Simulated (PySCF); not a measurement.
Species: C4H4S2.
SMILES: `Sc1cccs1`

Torsions of this conformer, `[SH:1][c:2]1[cH:3][cH:4][cH:5][s:6]1`: H–S1–C2–C3 -105°.

The closed-shell ground state was solved at several levels (PySCF, density fitting, gas phase, non-relativistic). Geometry: PBE0-D3(BJ)/def2-SVP, one conformer, isolated molecule.

```
           level  basis functions  total energy (Eh)  HOMO (eV)  LUMO (eV)  gap (eV)  dipole (D)
PBE0/aug-cc-pVDZ              182          -950.7641      -6.89      -0.97      5.92        1.52
   OPBE/pcSseg-2              286          -951.1884      -5.85      -1.77      4.08        1.52
   PBE0/IGLO-III              268          -950.8172      -6.83      -0.86      5.97        1.33
   PBE0/pcSseg-0               70          -949.4376      -7.14      -0.95      6.19        1.98
    KT2/pcSseg-2              286          -960.3581      -5.87      -1.80      4.07        1.46
    PBE0/cc-pVTZ              244          -950.8247      -6.85      -0.88      5.97        1.52
  B3LYP/pcSseg-2              286          -951.3350      -6.68      -1.18      5.50        1.49
```

(1) What might HF/pcSseg-2 (286 basis functions) give for the same quantities?

(2) How much does the basis alone move the frontier levels among the 4 PBE0 rows?

(3) In the pcSseg-2 basis, how does the gap go with the fixed share of exact exchange?

(4) How far do the dipole and the HOMO energy spread over the levels?

Results:

(1) Total energy -948.9164 Eh, HOMO -8.98 eV, LUMO 2.33 eV, gap 11.31 eV, dipole 1.72 D.

(2) The HOMO by 0.31 eV and the LUMO by 0.11 eV. By rising basis size (HOMO, LUMO in eV): pcSseg-0 -7.14, -0.95; aug-cc-pVDZ -6.89, -0.97; cc-pVTZ -6.85, -0.88; IGLO-III -6.83, -0.86.

(3) KT2 (0 %) 4.07 eV; OPBE (0 %) 4.08 eV; B3LYP (20 %) 5.50 eV; HF (100 %) 11.31 eV. Each rise in the share widens the gap here.

(4) The dipole runs from 1.33 to 1.98 D (mean 1.57 D) and the HOMO from -8.98 to -5.85 eV.
